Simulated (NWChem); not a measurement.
The numbers come from NWChem runs, not from measurements. System: Cl, charge 0, spin multiplicity 2. Its SCF solution wasn't tested for a lower state. Level: UHF/def2-TZVP.

Job file:

```
start mol
memory heap 200 mb stack 900 mb global 1100 mb
geometry units angstroms nocenter noautoz
  Cl     0.000000     0.000000     0.000000
  symmetry group D2h
end
basis spherical
  * library def2-tzvp
end
scf
  uhf
  nopen 1
  maxiter 100
  thresh 1e-7
  semidirect memsize 60000000 filesize 0
  # guess.movecs holds the orbitals of an unrestricted PBE0 run
  vectors input guess.movecs output mol.movecs
end
task scf energy
```

Output (cleaned and shortened):

```
             Northwest Computational Chemistry Package (NWChem) 7.3.0
             --------------------------------------------------------

                                NWChem Input Module
                                -------------------

 Scaling coordinates for geometry "geometry" by  1.889725989
 (inverse scale =  0.529177249)

                             Geometry "geometry" -> ""
                             -------------------------

 Output coordinates in angstroms (scale by  1.889725989 to convert to a.u.)

  No.       Tag          Charge          X              Y              Z
 ---- ---------------- ---------- -------------- -------------- --------------
    1 Cl                  17.0000     0.00000000     0.00000000     0.00000000

 Effective nuclear repulsion energy (a.u.)       0.0000000000

            Nuclear Dipole moment (a.u.)
            ----------------------------
        X                 Y               Z
 ---------------- ---------------- ----------------
     0.0000000000     0.0000000000     0.0000000000

      Symmetry information
      --------------------

 Group name             D2h
 Group number             26
 Group order               8
 No. of unique centers     1

      Symmetry unique atoms

     1


 Summary of "ao basis" -> "" (spherical)
 ------------------------------------------------------------------------------
       Tag                 Description            Shells   Functions and Types
 ---------------- ------------------------------  ------  ---------------------
 *                         def2-tzvp                  on all atoms

 Summary of "ao basis" -> "ao basis" (spherical)
 ------------------------------------------------------------------------------
       Tag                 Description            Shells   Functions and Types
 ---------------- ------------------------------  ------  ---------------------
 Cl                        def2-tzvp                13       37   5s5p2d1f

                                 NWChem SCF Module
                                 -----------------

  ao basis        = "ao basis"
[...]
    14      0.262415  1 Cl pz                 8     -0.202824  1 Cl pz

 Vector    9  Occ=0.000000D+00  E=-3.435223D-02  Symmetry=b2u
              MO Center=  6.3D-35, -9.5D-25,  8.5D-35, r^2= 1.5D+00
   Bfn.  Coefficient  Atom+Function         Bfn.  Coefficient  Atom+Function
  ----- ------------  ---------------      ----- ------------  ---------------
    19      0.570150  1 Cl py                16      0.387087  1 Cl py
    13      0.223130  1 Cl py                 7     -0.170555  1 Cl py

 Vector   10  Occ=0.000000D+00  E= 4.866533D-01  Symmetry=b1u
              MO Center=  7.4D-32,  1.3D-32, -6.2D-26, r^2= 3.3D+00
   Bfn.  Coefficient  Atom+Function         Bfn.  Coefficient  Atom+Function
  ----- ------------  ---------------      ----- ------------  ---------------
    20      1.387609  1 Cl pz                17     -1.174623  1 Cl pz
     8      0.150257  1 Cl pz

 Vector   11  Occ=0.000000D+00  E= 4.866533D-01  Symmetry=b3u
              MO Center=  5.6D-24,  1.5D-32,  8.1D-32, r^2= 3.3D+00
   Bfn.  Coefficient  Atom+Function         Bfn.  Coefficient  Atom+Function
  ----- ------------  ---------------      ----- ------------  ---------------
    18      1.387609  1 Cl px                15     -1.174623  1 Cl px
     6      0.150257  1 Cl px

 center of mass
 --------------
 x =   0.00000000 y =   0.00000000 z =   0.00000000

 moments of inertia (a.u.)
 ------------------
           0.000000000000           0.000000000000           0.000000000000
           0.000000000000           0.000000000000           0.000000000000
           0.000000000000           0.000000000000           0.000000000000

  Mulliken analysis of the total density
  --------------------------------------

    Atom       Charge   Shell Charges
 -----------   ------   -------------------------------------------------------
    1 Cl  17    17.00   2.01  0.45  1.52  1.14  0.88  4.18  1.69  1.05  2.68  1.39  0.00  0.00  0.00

  Mulliken analysis of the alpha density
  --------------------------------------

    Atom       Charge   Shell Charges
 -----------   ------   -------------------------------------------------------
    1 Cl  17     9.00   1.01  0.22  0.76  0.58  0.44  2.11  0.83  0.62  1.64  0.80  0.00  0.00  0.00

   Mulliken analysis of the beta density
   -------------------------------------

    Atom       Charge   Shell Charges
 -----------   ------   -------------------------------------------------------
    1 Cl  17     8.00   1.01  0.22  0.76  0.56  0.45  2.07  0.86  0.44  1.04  0.59  0.00  0.00  0.00

   Mulliken analysis of the spin density
   -------------------------------------

    Atom       Charge   Shell Charges
 -----------   ------   -------------------------------------------------------
    1 Cl  17     1.00   0.00  0.00 -0.00  0.01 -0.01  0.03 -0.02  0.18  0.59  0.21 -0.00 -0.00  0.00

       Multipole analysis of the density wrt the origin
       ------------------------------------------------

     L   x y z        total         alpha         beta         nuclear
     -   - - -        -----         -----         ----         -------
     0   0 0 0     -0.000000     -9.000000     -8.000000     17.000000

     1   1 0 0      0.000000      0.000000      0.000000      0.000000
     1   0 1 0      0.000000      0.000000      0.000000      0.000000
     1   0 0 1     -0.000000     -0.000000      0.000000      0.000000

     2   2 0 0     -9.729509     -5.149492     -4.580017      0.000000
     2   1 1 0     -0.000000     -0.000000     -0.000000      0.000000
     2   1 0 1     -0.000000     -0.000000     -0.000000      0.000000
     2   0 2 0     -8.059332     -5.283557     -2.775775      0.000000
     2   0 1 1      0.000000      0.000000     -0.000000      0.000000
     2   0 0 2     -9.729509     -5.149492     -4.580017      0.000000

 Task  times  cpu:        0.2s     wall:        0.2s

 Total times  cpu:        0.2s     wall:        0.2s
```
